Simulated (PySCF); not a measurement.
Gas-phase reaction: 2 Al + 3 C₂H₆ ⇌ 2 Al(CH₃)₃

Energies from PySCF, thermal terms from the rigid-rotor harmonic-oscillator model, ideal gas at 1 bar. † marks an energy on the PBE0/def2-TZVP geometry and frequencies; other levels use their own. MP2 and CCSD(T) freeze the core. 6-31G* has spherical d functions here. Open shells (unrestricted): Al (multiplicity 2, electronic degeneracy 6); the rest are closed-shell singlets. Spin-orbit splitting is ignored; it lowers the true energy and changes the entropy of Al. Methyl groups turn as free rotors in Al(CH₃)₃. MP2 isn't extrapolated to the basis-set limit; its ΔH°(298 K) is -485.2 kJ in def2-SVP and -548.9 kJ in def2-TZVPP. CCSD(T) isn't extrapolated to the basis-set limit. The harmonic model lacks anharmonicity and excited electronic states, which grow with temperature; levels with a mode under 35 cm⁻¹ are left out. Internal rotation in C₂H₆ is treated as a harmonic vibration of one conformer, which makes the entropy rough.

```
level               ΔE electronic, kJ  ΔH°(298 K), kJ  ΔS°(298 K), J/K  ΔG°(2500 K), kJ
------------------  -----------------  --------------  ---------------  ---------------
CCSD(T)/def2-SVP†                -404            -441             -316              275
HF/6-31G*                        -286            -328             -322              405
M06-2X/def2-TZVP†                -516            -554             -316              163
MP2/def2-SVP†                    -447            -485             -316              232
PBE/def2-TZVP†                   -474            -511             -316              205
PBE0/def2-QZVP†                  -481            -519             -316              198
r2SCAN/def2-TZVP†                -523            -561             -316              156
LDA/def2-TZVP†                   -556            -594             -316              123
ωB97M-V/def2-TZVP†               -512            -550             -316              167
ωB97X-V/def2-TZVP†               -511            -549             -316              168
```
ΔH° is lowest at LDA/def2-TZVP† and highest at HF/6-31G*. No reference value is set beside these.
